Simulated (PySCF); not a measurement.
## Worked example: correlation energy of GaH3, singlet

Geometry: that of the GaH3⁺, doublet, kept fixed.

| atom | x (Å) | y (Å) | z (Å) |
| --- | --- | --- | --- |
| Ga | 0.0000 | 0.0253 | 0.0000 |
| H | 0.0000 | -2.0473 | 0.0000 |
| H | 0.0000 | 0.1474 | -1.5272 |
| H | 0.0000 | 0.1474 | 1.5272 |

Basis aug-cc-pVDZ; PySCF 2.14.0. Correlated methods freeze the noble-gas cores and the filled d shells of p-block atoms, which leaves 6 electrons in 49 orbitals. Prefix R: restricted or restricted open-shell reference. No spin–orbit coupling is included, and no scalar relativity.

Full CI isn't at hand for all of this; RCCSDT(Q) serves as the reference, and is uncertain by the last step of the cluster series or more.

RCCSD has a T1 diagnostic of 0.015 and a largest doubles amplitude of 0.05.

```csv
level,total energy (hartree)
RHF,-1924.866718
RMP2,-1924.949471
RCCSD,-1924.976371
RCCSD(T),-1924.978243
RCCSDT,-1924.978833
RCCSDT(Q),-1924.978889
```

Question: What is the correlation energy at RCCSDT(Q), and what share of it do RMP2 and RCCSD recover?

Answer: E(corr) = -1924.978889 − (-1924.866718) = -0.112171 hartree = -3.052 eV. RMP2: -0.082753 / -0.112171 = 73.77 %. RCCSD: -0.109653 / -0.112171 = 97.76 %.

Question: By how many kcal/mol does RCCSD(T) miss RCCSDT(Q) (1 hartree = 627.509 kcal/mol), and which steps make up the rest?

Answer: -1924.978243 − (-1924.978889) = 0.000646 hartree = 0.41 kcal/mol. Steps: RCCSDT − RCCSD(T) = -0.37, RCCSDT(Q) − RCCSDT = -0.04 kcal/mol. That is within 1 kcal/mol of the reference in this basis, which itself misses far more of the correlation at the basis-set limit.
